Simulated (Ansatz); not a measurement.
**AlPNH+ (doublet): from Hartree-Fock to the top rungs, cc-pVDZ**

The task here is to estimate one member of a computed series from the others.

The runs use Ansatz 0.2.0, Gaussian basis; cc-pVDZ, core rule «outside noble gas», up to 11 orbitals frozen.

The runs, in order: UHF; CCSD(T) on ROHF; CCSD(T) on UHF; BCCD(T) on ROHF; CISD; CCSDT(Q) on ROHF; CCSDT(Q) on UHF; CASSCF and NEVPT2, 9 electrons in 11 orbitals.

25 further runs of the same task are left out: 5 for a known fault of the program, 7 that didn't finish, 13 set aside as unsound or not needed.

### The system

The geometry is a PBE0/def2-TZVP stationary point (not a proven minimum) of the parent state, kept for this charge and spin.

4 atoms, charge 1, spin multiplicity 2.

Atoms are counted from 1 here; the program's logs count them from 0.

Bond lengths: Al1–N3 1.841 Å, P2–N3 1.689 Å, N3–H4 1.016 Å. Angles: Al1–N3–P2 119.9°, Al1–N3–H4 124.3°, P2–N3–H4 115.8°.

Set-up of the first run:

in.yaml reads:

```yaml
crystal:
  periodic: [false, false, false]
  atoms:
    - {symbol: Al, position_ang: [0.000000, 0.194411, 1.631818]}
    - {symbol: P, position_ang: [0.000000, 0.196128, -1.425444]}
    - {symbol: N, position_ang: [0.000000, -0.686115, 0.014898]}
    - {symbol: H, position_ang: [0.000000, -1.696652, -0.085591]}
basis:
  gaussian: {orbitals: cc-pVDZ}
total_charge: 1
magnetization: {spin_polarized: true, initial_magnetization: 1}
hamiltonian: {xc: hf}
output: {orbitals: {seedname: orbitals}}
```

The run is started by

```
> ansatz run in.yaml --threads 1 --pin off --events-out ev --progress --plain --max-ram 2393MiB
```

Steps of the session up to this table: UHF; CCSD(T) on ROHF; CCSD(T) on UHF; BCCD(T) on ROHF; CISD; CCSDT(Q) on ROHF; CCSDT(Q) on UHF; CASSCF and NEVPT2, 9 electrons in 11 orbitals.

One table of the session follows, with a row left open; its other results are not shown here.

It belongs to the step «Misses and costs». 

```
        method  from UCCSDT(Q) (kJ/mol)
          ROHF                   +916.2
           UHF                   +896.9
          RMP2                   +125.7
          UMP2                   +155.8
          CISD                   +143.4
         RCCSD                    +42.2
         UCCSD                    +42.0
      RCCSD(T)                     +6.5
      UCCSD(T)                     +8.6
       BCCD(T)                     +6.7
        RCCSDT                        ?
        UCCSDT                     +4.1
     RCCSDT(Q)                     +0.6
     UCCSDT(Q)                        0
CASSCF valence                   +573.7
NEVPT2 valence                   +124.0
```

Q: Estimate the row for RCCSDT from the others.

As computed: from UCCSDT(Q) (kJ/mol): +4.0. In the column «from UCCSDT(Q) (kJ/mol)» it lies between RCCSDT(Q) (+0.6) and UCCSDT (+4.1).

Caveats from the session: Restricted and unrestricted rows rest on different reference determinants; where their highest levels disagree by more than a few hundredths of an eV, they describe different states and don't form one ladder.
